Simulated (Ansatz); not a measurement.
# AlHN: the cost of one run

Method: def2-QZVPP, core rule «outside noble gas», up to 6 orbitals frozen; program: Ansatz 0.2.0, Gaussian basis.

Plan: UHF; ROHF; CCSD(T) on UHF.

## 1. What is computed

The geometry is a PBE0/def2-TZVP stationary point (not a proven minimum).

3 atoms, charge 0, spin multiplicity 4.

Atoms are counted from 1 here; the program's logs count them from 0.

Bond lengths: Al1–N2 1.909 Å, N2–H3 1.029 Å. Angles: Al1–N2–H3 108.4°.

## 2. UHF

Contents of in.yaml:

```yaml
crystal:
  periodic: [false, false, false]
  atoms:
    - {symbol: Al, position_ang: [0.000000, -0.031887, 0.689947]}
    - {symbol: N, position_ang: [0.000000, 0.120874, -1.212902]}
    - {symbol: H, position_ang: [0.000000, -0.826124, -1.614269]}
basis:
  gaussian: {orbitals: "def2-QZVPP.json"}
magnetization: {spin_polarized: true, initial_magnetization: 3}
hamiltonian: {xc: hf}
output: {orbitals: {seedname: orbitals}}
```

Launch:

```bash
> ansatz run in.yaml --threads 1 --pin off --events-out ev --progress --plain --max-ram 2393MiB
```

Q: Estimate wall time and peak memory on 1 thread of Arm Neoverse V2, shared host.

About 21 s, with a peak of 0.31 GiB.
